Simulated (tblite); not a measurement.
C₄H₈N (doublet state).
Numbering: `[H]/[N:5]=[CH:4]/[C:2]([CH3:1])[CH3:3]` (hydrogens: H6, H7, H8 on C1; H9, H10, H11 on C3; H12 on C4; H13 on N5)

Structure optimised with GFN2-xTB, isolated species. This method treats the open shell by occupation alone, without spin polarisation.

Question: Give the optimised bond lengths and angles.

Answer: 
| bond | length (Å) | order |
| --- | --- | --- |
| C1–C2 | 1.484 | single |
| C2–C3 | 1.485 | single |
| C2–C4 | 1.396 | single |
| C4=N5 | 1.297 | double |
| C1–H6, C1–H7, C1–H8 | 1.089 | single |
| C3–H9, C3–H10, C3–H11 | 1.090 | single |
| C4–H12 | 1.099 | single |
| N5–H13 | 1.016 | single |

Bonds in one row agree within 0.01 Å and their mean is given. Orders are formal, as drawn. A selection of angles:
| angle | degrees |
| --- | --- |
| C2–C1–H6 | 110.6 |
| C2–C1–H7 | 109.4 |
| H6–C1–H7 | 109.6 |
| H6–C1–H8 | 107.1 |
| C1–C2–C3 | 118.2 |
| C1–C2–C4 | 120.4 |
| C3–C2–C4 | 121.4 |
| C2–C3–H9 | 110.4 |
| C2–C3–H11 | 111.7 |
| H9–C3–H10 | 106.7 |
| H9–C3–H11 | 108.7 |
| C2–C4–N5 | 121.2 |
| C2–C4–H12 | 116.1 |
| N5–C4–H12 | 122.7 |
| C4–N5–H13 | 114.0 |

Torsions: C1–C2–C4–N5 0° (synperiplanar); H13–N5–C4–C2 180° (antiperiplanar).

C2 (carbon bonded to 3 C) is planar (angles 121.4°, 120.4° and 118.2°, sum 360.0°, 0.00 Å off the plane of its three neighbours). The 5 heavy atoms lie in one plane (0.001 Å rms). C4 (carbon bonded to C, N and H) is planar (angles 122.7°, 121.2° and 116.1°, sum 360.0°, 0.00 Å off the plane of its three neighbours). The 3 C–C bonds span 1.396 Å (C2–C4, drawn single in one of several resonance forms) to 1.485 Å (C2–C3, drawn single), a spread of 0.089 Å. Of the pairs four or more bonds apart, N5···H7 is among the closest relative to their van der Waals radii: 2.34 Å, 85 % of the sum of Bondi's values. N5 (nitrogen bonded to C and H) is bent (angle 114.0°).

Point group: Cs (every atom within 0.08 Å of its image). Its GFN2-xTB frequencies are all real (lowest 37 cm⁻¹). 2 starts were optimised and ended at 0.00 and 0.02 kcal/mol (GFN2-xTB); the lowest of these is shown.

One conformer stands for the species.

These are computed values.
